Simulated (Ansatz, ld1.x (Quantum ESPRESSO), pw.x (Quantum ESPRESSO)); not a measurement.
Equation-of-state test of one ultrasoft potential (palladium)

palladium, ultrasoft, made with ld1.x (Quantum ESPRESSO) 7.5 (PBEsol, scalar-relativistic). Core [Kr], reference 4d9.5 5s0 5p0 (charge +0.5). Waves: 5s (bound, empty): rcut 2.45, rcutus 3.15 bohr; 5s channel at 0.05 Ry: rcut 2.45, rcutus 3.15 bohr; 5p (bound, empty): rcut 2.55, rcutus 2.90 bohr; 5p channel at 1.05 Ry: rcut 2.55, rcutus 2.90 bohr; 4d (bound): rcut 1.80, rcutus 2.15 bohr; 4d channel at -0.15 Ry: rcut 1.80, rcutus 2.15 bohr; 4f channel at 0.45 Ry: rcut 1.95, rcutus 2.15 bohr; 4f channel at 2.8 Ry: rcut 1.95, rcutus 2.15 bohr. Local part: all-electron potential smoothed inside 1.65 bohr (lloc = -2). Core correction: none. Augmentation charge: PSQ, inside the norm-conserving radii.

Atomic tests: cutoffs needed: 25 Ry and 40 Ry (the cutoffs (Ry, on a coarse ladder) from which the occupation-weighted sum of valence levels, in a spherical-Bessel basis at the reference potential, stays within 10 and 1 mRy of its value at 400 Ry); ghost test: no extra level below or beside the all-electron valence levels (s, p, d, f tested) (spherical-Bessel basis up to 400 Ry, 20 bohr box); configuration tests: 1 of 7 tests not solved or not reliable.

Crystal test: fcc Pd in pw.x 7.5, no spin, 15³ k-points, Fermi–Dirac smearing 0.01 Ry, cutoffs 50/400 Ry. The reference is all-electron LAPW (Ansatz 0.2.0) with the same functional, mesh and smearing; V0 and B0 come from Birch–Murnaghan fits to the pressures at five volumes. Errors are pseudo minus all-electron; Δ is the rms difference of the E(V) curves that follow from these fits, minima aligned, over ±6 % about the mean V0. Mesh and smearing are coarse, so the numbers serve the comparison and aren't converged zero-temperature values; the lattice is a test structure that the element need not adopt.

```
V (Å³/atom)  P all-electron (GPa)  P pseudo (GPa)
     13.897                 11.16            8.93
     14.262                  4.81            2.56
     14.628                 -0.59           -2.82
     14.994                 -5.18           -7.38
     15.359                 -9.08          -11.22
```

All-electron: a0 = 3.878 Å (V0 = 14.59 Å³/atom), B0 = 202.2 GPa.

Pseudopotential: mean pressure error (GPa): -2.21; a0 (Å): 3.865; a0 error (%): -0.36; B0 error (%): +5.8; Δ (meV/atom): 7.0. The largest radius (3.15 bohr) exceeds half the bond length (2.59 bohr), so the spheres overlap, which is one possible source of error among others. Atomic configuration tests: 1 of 7 tests not solved or not reliable. The logarithmic derivative shows an extra or strongly shifted pseudo pole above the reference energy (s near 0.55 Ry).

At the middle volume, how do free energy and pressure move when the wave cutoff is lowered (ecutrho held at 400 Ry)?

| cutoff (Ry) | shift of F (meV/atom) | shift of P (GPa) |
| --- | --- | --- |
| 22 | +118.1 | -9.45 |
| 30 | +35.9 | -0.84 |
| 40 | +1.8 | -0.05 |

The run at the middle volume (120 k-points, 9 iterations) took about 30 s on one core of a shared host (Neoverse-N1, 64 threads, 124 GiB, load 57).
